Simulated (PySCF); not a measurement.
Computed with PBE-D3(BJ)/def2-TZVP run with PySCF. Isolated molecules, 0 K electronic values unless said otherwise. 

Reference species (SMILES): `C#C[CH2]` (neutral, multiplicity 2).

| Quantity | Result |
|---|---|
| dipole moment | 0.09 D |

Changed species: `C[S]` (radical fragment; the reference has radical fragment).

**Question.** Give the shifts of the dipole moment.

**Answer.** the dipole moment increases by 1.66 D, to 1.75 D.
